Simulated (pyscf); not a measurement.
Structures and frequencies: ωB97X-D3(BJ)/def2-SVP in PySCF.

**Question.** `[CH3][GaH2]` + `[OH2]` -> `[CH3][GaH][OH]` + `[H][H]`
Surface: singlet. Broken: Ga–H, H–O. Formed: Ga–O, H–H. Give ΔE‡ and ΔE from ωB97M-D3(BJ)/def2-TZVP, relative to the separated reactants.

**Answer.** ΔE‡ = 0.40 eV, ΔE = -0.57 eV. Zero-point energy shifts the barrier by +0.01 eV. It is a four-centre exchange, with an imaginary mode of 1288i cm⁻¹. On the reactant side the descent ends in an adduct with a Ga–O contact, 0.65 eV under the separated species and 0.99 eV under the saddle at ωB97X-D3(BJ)/def2-TZVP. What is counted as formed (Ga–O) is already present as a longer contact in the reactant adduct; forming that adduct is a step of its own. At the saddle there is also a short Ga–H contact that neither side keeps. One saddle was located; it need not be the lowest between these sides. Elements up to Kr have no core potential and no relativistic terms here.
